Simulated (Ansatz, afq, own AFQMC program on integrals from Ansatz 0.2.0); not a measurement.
Integrals from Ansatz 0.2.0, then the random walk in our own AFQMC program (afq).

```yaml
crystal:
  periodic: [false, false, false]
  atoms:
    - {symbol: Al, position_ang: [0.000000, 0.000000, -0.089112]}
    - {symbol: O, position_ang: [0.000000, 0.000000, -1.390112]}
    - {symbol: H, position_ang: [0.000000, 0.000000, 1.479223]}
basis:
  gaussian: {orbitals: cc-pVDZ}
magnetization: {spin_polarized: false}
correlation: {method: ccsd_t, electrons: outside_noble_gas, hamiltonian_folder: ham}
```

```sh
$ ansatz run in.yaml --threads 1 --pin off --events-out ev --progress --plain --max-ram 1382MiB
```

Options of the walk:

```
--method phaseless --trial hf --walkers 200 --populations 1 --least-time 40 --time-step 0.005 --steps-per-block 20 --equilibration-blocks 112 --max-blocks 600 --target-error 0.00114 --factor-cut 1e-05 --seed 4480 --taylor-order 6
```

Times are imaginary, in 1/Eh. The walk had a cap of 512 s.

afq prints:

```
orbitals 31  electrons 5 5  factors 229 of 354
reference energy -317.18190166 Eh
CCSD correlation -0.25221004 Eh in 11 cycles, weight of the determinant in the CISD state 0.9014
energy of the start -317.181902 Eh
 block  time / (1/Eh)  mean weight  energy / Eh
     1     0.100  1.0021  -317.260073
     2     0.200  1.0019  -317.303706
     3     0.300  1.0037  -317.341013
     4     0.400  1.0004  -317.371925
     5     0.500  1.0024  -317.372889
    10     1.000  0.9995  -317.399084
    86     8.600  1.0000  -317.435060
   171    17.100  1.0011  -317.408967
   256    25.600  1.0017  -317.440966
   341    34.100  0.9997  -317.450212
   426    42.600  1.0008  -317.465755
   511    51.100  1.0026  -317.470390
   579    57.900  1.0021  -317.505166
   596    59.600  1.0006  -317.438407
   681    68.100  1.0001  -317.391556
   698    69.800  1.0003  -317.440545
blocks merged  error / Eh  count
     1  0.001002  600
     2  0.001319  300
     4  0.001714  150
     8  0.002160  75
    16  0.002669  37
    32  0.003268  18
    64  0.003803  9
energy -317.445793 +/- 0.003268 Eh
(rows thinned)
```

The run passed its tests (sampling time, drift between the halves within three errors, error under three times the target), which doesn't prove that it has relaxed.

Against this walk (error 88.9 meV) on the same determinant: CCSD(T) 128.6 meV higher (within the noise), CCSDT(Q) 80.8 meV higher (within the noise), a separate phaseless walk with a CISD trial and standard settings 92.4 ± 90.4 meV higher (within the noise). The error is statistical and leaves out the bias of the constraint.

Cautions: constraint bias not in the error; error above the target (88.9 against 31.0 meV); higher spins were not checked; raised T1 diagnostic (T1 0.026, weight of the determinant 0.90, largest double 0.04).

The walk took 2.6 min on 1 thread of Intel(R) Xeon(R) 6975P-C (Granite Rapids), on a shared host. The log's last line is the phaseless energy.

CCSDT and higher add their correlation energy to the determinant of the CCSD(T) run, since their own runs factorise the integrals more tightly (a shift of under 2 meV). A walk keeps the symmetry of its determinant, which the program's search chose and which needn't be the lowest solution, so a lower state of the same spin and another symmetry isn't excluded.
